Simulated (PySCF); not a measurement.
# C3H7Cl (Propane, 2-chloro-): the cost of one run

Programs: PySCF 2.14.0, with density-fitted response routines of our own. Each step states its level of theory. These are calculated values for one molecule in the gas phase, unless marked as measured. Atoms count from 0, in the outputs and in this text.

## 1. Starting geometry

11 atoms, charge 0, multiplicity 1; geometry from: MMFF94s. The atoms were then displaced at random by about 0.03 Å, so the start is not that level's minimum.

Bonds of the start (Å): C0–C1 1.52, C1–C2 1.48, C1–Cl3 1.79, C0–H4 1.04, C0–H5 1.03, C0–H6 1.15, C1–H7 1.10, C2–H8 1.18, C2–H9 1.08, C2–H10 1.10.

## 2. Relaxing the molecule at PBE0-D3(BJ)/def2-SVP

Job settings and geometry (Å):

```
{"job": {"xc": "PBE0", "basis": "def2-SVP", "d3": "d3bj", "grid": 1, "shake": 0.03, "kind": "geom"}, "charge": 0, "multiplicity": 1}
C     -1.101110    -0.614570     0.149240
C     -0.151460     0.502430    -0.254850
C      1.226760     0.008810    -0.064860
Cl    -0.298610     1.998540     0.713090
H     -1.079700    -0.843650     1.158810
H     -1.044310    -1.427300    -0.475250
H     -2.152620    -0.177700    -0.028020
H     -0.226870     0.813900    -1.312350
H      1.465790    -0.232730     1.066270
H      1.468060    -0.882050    -0.617850
H      1.992120     0.768820    -0.303330
```

Launch:

```sh
OMP_NUM_THREADS=1 python probes_run.py task.json out
```

This one command runs all jobs of the session in turn.

**Question.** How long does this first job take on 1 thread of Arm Neoverse V2, shared host, and how much memory does it need?

About 17 s, with a peak of 0.38 GiB.
